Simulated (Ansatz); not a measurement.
We consider bcc Nb, described by r²SCAN (PAW; Ansatz, a first-principles code).

Numerical settings: plane-wave cutoff 500 eV, 4×4×4 k mesh, Fermi–Dirac smearing 0.1 eV, cell of 54 sites, scalar-relativistic PAW data made under PBE.

What does this level give for the vacancy formation energy and vacancy formation energy before relaxation?


- vacancy formation energy = 2.92 eV
- vacancy formation energy before relaxation = 3.23 eV

Measured, for comparison: vacancy formation energy 2.65 ± 0.3 eV (not corrected to a static lattice, monovacancy, our sources range from 2.65 to 2.83; as tabulated in Mehl and Papaconstantopoulos (1996), arXiv:mtrl-th/9602003). Computed (rounded) less measured: vacancy formation energy +0.27 eV (+0.090 eV to +0.27 eV over the range).

Note: energies are extrapolated to zero smearing, and mesh and cell size move such values by some hundredths of an eV or more.

The computed numbers hold no vibrational or temperature effects.

The result took around 40 core-minutes (rough).
